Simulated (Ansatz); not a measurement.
C5H8O, SMILES `C#CCCCO`, relaxed with RKS PBE-D4/def2-SVP in the Gaussian-basis code of Ansatz from a rough embedded geometry. The force threshold is 0.03 eV/Å; the program also tests the step.

The species carries charge 0 and has multiplicity 1.

Start:

```xyz
14

C     0.310    0.988    2.654
C     0.208    0.147    1.823
C     0.119   -0.929    0.811
C     0.527   -0.437   -0.549
C    -0.604    0.476   -1.156
O    -0.290    0.848   -2.475
H     0.336    1.821    3.371
H    -0.810   -1.385    0.873
H     0.855   -1.707    1.154
H     0.550   -1.325   -1.217
H     1.414    0.051   -0.593
H    -1.586   -0.001   -1.116
H    -0.727    1.432   -0.585
H    -0.303    0.020   -2.996
```

Task: By how much does the energy fall, and how many steps does the optimiser take? (Best estimate.)

Result: Computed: 50.75 kJ/mol, in 7 steps.

Task: Which bonds change most? (An estimate is asked.)

Result: Ansatz gave: C4–H11 from 1.014 to 1.110 Å; C3–H8 from 1.036 to 1.113 Å; C4–C5 from 1.575 to 1.530 Å; C3–C4 from 1.503 to 1.542 Å.

Task: Give the relaxed structure. (Best estimate.)

Result: The calculation gave: 
```xyz
14

C     0.242    1.075    2.623
C     0.210    0.146    1.828
C     0.180   -0.946    0.856
C     0.453   -0.499   -0.594
C    -0.594    0.473   -1.144
O    -0.291    0.930   -2.449
H     0.268    1.890    3.332
H    -0.810   -1.452    0.909
H     0.926   -1.714    1.154
H     0.487   -1.407   -1.239
H     1.451   -0.020   -0.661
H    -1.608    0.001   -1.085
H    -0.632    1.376   -0.499
H    -0.281    0.149   -3.032
```
